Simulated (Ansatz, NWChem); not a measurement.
# C3H8O (methoxyethane): from total energies to a heat of formation

The species is C3H8O (12 atoms), meant as a singlet with charge 0. SMILES: `CCOC`. The coordinates come from a PBE0-D4/def2-TZVP relaxation. This is one conformer, not always the lowest.

Total energies at B3LYP/6-31G* (spherical functions) (NWChem 7.3.0); the atoms run unrestricted:

| species | state | energy (Eh) |
| --- | --- | --- |
| C3H8O | singlet | -194.340629 |
| C | triplet | -37.844694 |
| O | triplet | -75.059404 |
| H | doublet | -0.500273 |

Harmonic wavenumbers at PBE0-D4/def2-TZVP, in cm⁻¹: 116, 211, 262, 288, 470, 820, 881, 1058, 1120, 1166, 1191, 1196, 1244, 1298, 1389, 1424, 1471, 1474, 1480, 1492, 1499, 1522, 2967, 2986, 2994, 3032, 3058, 3134, 3137, 3139.

Measured heats of formation of the gaseous atoms at 298.15 K, in kJ/mol: C 716.9, O 249.2, H 218.0. Spin-orbit lowering of the atoms at 298 K (mean of the ground term's levels less their thermal mean, from spectra), in kJ/mol: C 0.02, O 0.40. Take 1 Eh = 2625.50 kJ/mol, 1 cm⁻¹ = 0.0119627 kJ/mol, RT = 2.479 kJ/mol.

Problem. What heat of formation follows?

Solution. 
1. Electronic atomisation energy: 3 × (-37.844694) + (-75.059404) + 8 × (-0.500273) − (-194.340629) = 1.744959 Eh = 4581.4 kJ/mol.
2. Zero-point energy: half the sum of the wavenumbers, 23759.5 cm⁻¹ = 284.2 kJ/mol.
3. Thermal vibrational enthalpy, Σ hcν̃/(exp(hcν̃/kT) − 1): 7.1 kJ/mol. Translation, rotation and pV of a non-linear molecule: 4 RT = 9.9 kJ/mol.
4. The 12 free atoms carry 5/2 RT each: 74.4 kJ/mol.
5. Spin-orbit coupling lowers the free atoms by 3 × 0.02 + 0.40 = 0.5 kJ/mol.
6. Atomisation enthalpy at 298 K: 4581.4 − 0.5 − 284.2 − 7.1 − 9.9 + 74.4 = 4354.1 kJ/mol.
7. Sum of the atoms' heats of formation: 4143.9 kJ/mol. Heat of formation: 4143.9 − 4354.1 = -210.2 kJ/mol.

The tabulated value is -216.4 kJ/mol (CRC Handbook of Chemistry and Physics), so this level is off by +6.2 kJ/mol, or 0.1 % of the atomisation enthalpy. So close a hit in a small basis owes something to errors that cancel. Anharmonicity and any spin-orbit splitting of the molecule are left out.
